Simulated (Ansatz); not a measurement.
Two isomers of C4H5NO: A = `Cc1ccon1`, B = `C#CNC(C)=O`.

Program: Ansatz. Geometries: PBE0-D4/def2-TZVP. ΔE: electronic, gas phase. CBS: MP2 limit from def2 TZ/QZ plus the TZ coupled-cluster correction, frozen cores. Functionals use def2-TZVPP. B3LYP here is the variant with VWN-RPA as its local correlation; programs differ in this.

A:

```xyz
11

C     1.4136    0.9166   -0.3229
C     0.1237    0.1852   -0.2461
C    -0.3876   -0.6044    0.8202
C    -1.5832   -1.0223    0.3531
O    -1.7949   -0.5450   -0.8722
N    -0.7138    0.2176   -1.2470
H     2.2559    0.2301   -0.2113
H     1.4854    1.6607    0.4735
H     1.4984    1.4224   -1.2840
H     0.0678   -0.8191    1.7724
H    -2.3652   -1.6416    0.7642
```

B:

```xyz
11

C     2.167   -1.502    1.363
C     1.238   -1.089    0.728
N     0.196   -0.637    0.015
C    -0.158    0.704   -0.053
C    -1.398    0.969   -0.863
O     0.468    1.560    0.513
H     2.994   -1.861    1.927
H    -0.364   -1.310   -0.482
H    -2.247    1.062   -0.182
H    -1.618    0.184   -1.588
H    -1.278    1.920   -1.379
```

Question: Which isomer does CCSD(T)/CBS put lower? Give the gap. (An estimate is asked.)

Answer: Ansatz gave: A, by 6.9 kcal/mol.

Question: Give E(B) − E(A) in kcal/mol with PBE0-D4, CCSD/def2-TZVPP, B3LYP-D4, CCSD(T)/def2-TZVPP, HF/def2-TZVPP, r2SCAN-D4, ωB97M-V. (Estimate.)

Answer: The calculation gave: PBE0-D4 10.7, CCSD/def2-TZVPP 5.3, B3LYP-D4 5.2, CCSD(T)/def2-TZVPP 7.7, HF/def2-TZVPP -4.2, r2SCAN-D4 9.8, ωB97M-V 7.3. The order is the other way round with HF/def2-TZVPP.

Largest T1 diagnostic: 0.015.

In def2-TZVPP, CCSD(T) changes the Hartree–Fock value by +11.9 kcal/mol (the triples alone add +2.4 kcal/mol) and MP2 by +12.3 kcal/mol. The D4 term adds +0.9 kcal/mol with B3LYP and +0.4 kcal/mol with PBE0; it sums over pairs of atoms, weighted by their polarisabilities, and B3LYP, whose exchange is more repulsive, gets the larger term.
